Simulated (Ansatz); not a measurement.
A nudged elastic band was laid between two geometries of H₅NOSi (8 atoms, charge 0, multiplicity 1).

Theory: Ansatz, RKS LDA/def2-SVP.

```
movable images  : 9
climbing image  : yes
spring          : 5.0 eV/Å²
optimiser       : quadratic models (default)
start path      : through a guess of the saddle point
force threshold : 0.05 eV/Å
iteration limit : 60
end points      : relaxed
```

Image 0:

```xyz
8
Properties=species:S:1:pos:R:3
Si 0.259 0.040 0.017
O 0.562 -0.025 1.655
H -0.225 -0.098 2.225
H 1.641 0.095 -0.560
N -0.668 1.369 -0.544
H -1.675 1.300 -0.701
H -0.337 2.336 -0.519
H -0.520 -1.168 -0.441
```

Image 10:

```xyz
8
Properties=species:S:1:pos:R:3
Si 0.155 0.071 -0.730
O 0.802 0.103 1.370
H 0.475 -0.762 1.696
H 1.769 -0.010 1.254
N -0.877 1.456 -0.769
H -1.809 1.545 -0.353
H -0.553 2.335 -1.184
H -0.926 -0.889 -0.151
```

What changes between the two ends?

Bonds broken: Si1–O2, Si1–H4. Bonds formed: O2–H4.

Give the energies along the band, and the barrier.

The run converged. The highest image is number 7 of 0 to 10, 2.72 eV above the first end and 0.63 eV above the last; the last end lies 2.08 eV above the first. Neighbouring images differ by up to 1.3 eV, so the band resolves the path poorly. A vibrational analysis at the climbing image gives one clearly imaginary mode, 1199i cm⁻¹: a first-order saddle point. The orbitals stay closed-shell, which can raise the energy where a bond breaks towards radicals; this wasn't checked here.

```tsv
image	path coordinate (Å)	energy (eV)	Si1–O2 (Å)	Si1–H4 (Å)	O2–H4 (Å)
0	0.00	0.00	1.67	1.50	2.47
1	0.41	0.01	1.67	1.50	2.50
2	0.82	0.03	1.67	1.50	2.57
3	1.22	0.03	1.67	1.51	2.62
4	1.63	0.09	1.67	1.51	2.50
5	2.04	0.62	1.68	1.50	2.16
6	2.45	1.90	1.77	1.51	1.73
7	2.85	2.72	1.94	1.63	1.30
8	3.23	2.29	2.14	1.93	1.03
9	3.60	2.11	2.21	2.31	0.98
10	3.98	2.08	2.20	2.56	0.98
```

What is the geometry of the highest image?


```xyz
8
Properties=species:S:1:pos:R:3
Si 0.173 0.101 -0.333
O 0.642 0.162 1.546
H 0.546 -0.725 1.963
H 1.515 0.062 0.584
N -0.800 1.449 -0.734
H -1.819 1.477 -0.635
H -0.392 2.365 -0.940
H -0.827 -1.044 -0.318
```

Run time: 110 s on 1 thread of Arm Neoverse V2, on a shared host, peak memory 0.12 GiB.
